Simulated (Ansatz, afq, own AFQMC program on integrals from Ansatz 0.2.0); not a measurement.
Al2H2⁺, quartet: AFQMC among the cluster methods

```yaml
atoms:
  - { symbol: Al, position_ang: [0.0000, 0.0000, 1.1500] }
  - { symbol: Al, position_ang: [0.0000, 0.0000, -1.1500] }
  - { symbol: H, position_ang: [0.0000, 0.0000, 2.7245] }
  - { symbol: H, position_ang: [0.0000, 0.0000, -2.7245] }
```

Connectivity, by distances: AlH–AlH.

Basis cc-pVDZ. Noble-gas cores (and the filled d shells of Ga–Kr and In–Xe) are frozen. Ansatz 0.2.0 and our own AFQMC program on the same integrals; the CISD trial comes from CCSD amplitudes, and released means the phaseless constraint is let go. Uncertainties: one standard error, sampling alone.

Determinant: UHF, the one that the program's search chose, which needn't be the lowest solution. The geometry is a PBE0/def2-TZVP stationary point of this or a neighbouring charge and spin state.

No full CI on the walks' own integrals is used here; CCSDTQ serves as the reference and is uncertain by about the last step of the cluster series.

Cautions: another spin lies lower (by 3.10 eV); raised T1 diagnostic (T1 0.046, weight of the determinant 0.87, largest double 0.08); the released energies are still falling, so no released level is given (meV from the phaseless value at times in 1/Eh: -6 ± 3 at 0.24, -8.9 ± 2.1 at 0.51, -11 ± 3 at 0.99, -17.6 ± 1.8 at 1.62, -22 ± 3 at 2.40).

The T1 diagnostic is 0.0458 and the weight of the determinant in the CISD state is 0.870. The ⟨S²⟩ of the determinant is 3.754 and the size of the correlated space is 7 electrons in 36 orbitals.

```csv
level,correlation energy (eV)
MP2,-2.0459
CCSD,-2.9104
CCSD(T),-3.0077
```

Task: Estimate where phaseless AFQMC with a CISD trial lies against CCSD(T) on the same integrals.

Result: 21.8 ± 3.3 meV below CCSD(T).

Reference: CCSDTQ, correlation energy -3.061 eV.

| level | E − E(reference) (meV) | share of correlation (%) |
| --- | --- | --- |
| CCSD(T) | 53.3 | 98.26 |
| CCSDT | 5.5 | 99.82 |
| CCSDT(Q) | 0.7 | 99.98 |
| ph-AFQMC/CISD | 31.5 ± 3.3 | 98.97 |

CCSDT and higher add their correlation energy to the determinant of the CCSD(T) run, since their own runs factorise the integrals more tightly (a shift of under 2 meV). A walk keeps the symmetry of its determinant, which the program's search chose and which needn't be the lowest solution, so a lower state of the same spin and another symmetry isn't excluded.
